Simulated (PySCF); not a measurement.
Which proton of methyl fluoride is most acidic?

Molecule: methyl fluoride, `CF` (CH3F). Numbering: `[CH3:1][F:2]`

Energies: ωB97X-D3(BJ)/ma-def2-TZVP (PySCF, density fitting, integration grid level 2) on PBE0-D3(BJ)/ma-def2-SVP structures. The prefix ma- adds one diffuse s and one diffuse p function on all atoms but H. ωB97X-D3(BJ) is ωB97X-V with D3(BJ) in place of VV10. Zero-point and thermal terms (298.15 K, 1 bar) come from unscaled PBE0-D3(BJ)/ma-def2-SVP harmonic frequencies, with soft modes damped to free rotors in the entropy.

```tsv
site	product	ΔH(acid) / kJ/mol	ΔG(acid) / kJ/mol
C1 (methyl carbon)	[CH2-]F	1722	1687
```

ΔH and ΔG refer to AH → A⁻ + H⁺ in the gas phase. Sites whose products fell apart, merged with another or lost in a GFN2-xTB screen aren't listed.

In chloroform the product from C1 is solvated 221 kJ/mol more strongly than the parent (electrostatics only).

Vertical detachment energies of the anions: `[CH2-]F` 0.97 eV.

Measured values (NIST Chemistry WebBook, evaluated or the median of agreeing entries): deprotonation enthalpy (ΔH) 1711 kJ/mol (computed 1722, difference 11); gas-phase acidity (ΔG) 1676 kJ/mol (computed 1687, difference 11).

Structures, frequencies and single points took 22 s of wall time on 1 thread of Arm Neoverse V1 (shared host), launched as `OMP_NUM_THREADS=1 python redox_run.py task.json out`.
